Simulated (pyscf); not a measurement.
This saddle point was located with ωB97X-D3(BJ)/def2-SVP in PySCF.

```xyz
9

O     -0.7908     0.8549     1.5751
Si    -0.9788     0.6031     0.0811
O     -0.9020    -1.1386    -0.4440
O     -2.0784     1.2956    -0.9125
H     -0.8812    -1.7556     0.3012
H     -2.0899     1.0411    -1.8402
O      0.5501     0.5059    -0.9028
H      0.1703    -0.6601    -0.8088
H      1.3373     0.7573    -0.3993
```

Surface: singlet, charge 0. Lowest wavenumbers (cm⁻¹): 1194i, 123, 259, 277, 295.

Which two sides does it connect, and which bonds change?

O=Si(OH)–OH (SMILES O=[Si](O)O) + H₂O (SMILES O) <-> O=Si(OH)–OH (SMILES O=[Si](O)O) + H₂O (SMILES O), a four-centre exchange read from left to right: O–Si, H–O broken and O–Si, H–O formed. At ωB97M-D3(BJ)/def2-TZVP it lies -2.9 kcal/mol from the left side and -2.9 kcal/mol from the right (each side as separated species at their lowest minima found). On the reactant side the descent ends in an adduct with a O–Si contact, 20.3 kcal/mol under the separated species and 17.1 kcal/mol under the saddle at ωB97X-D3(BJ)/def2-TZVP. On the product side the descent ends in an adduct with a O–Si contact, 20.3 kcal/mol under the separated species and 17.1 kcal/mol under the saddle at ωB97X-D3(BJ)/def2-TZVP. At ωB97M-D3(BJ) the saddle lies under the separated reactants, which points to a path from their complex (located at ωB97X-D3(BJ) alone). At ωB97M-D3(BJ) the saddle lies under the separated products, which points to a path from their complex (located at ωB97X-D3(BJ) alone). What is counted as formed (O–Si) is already present as a longer contact in the reactant adduct; forming that adduct is a step of its own. What is counted as broken (O–Si) persists as a longer contact in the product adduct; parting that adduct is a step of its own. This is the saddle that the search found; another between the same sides may lie lower.
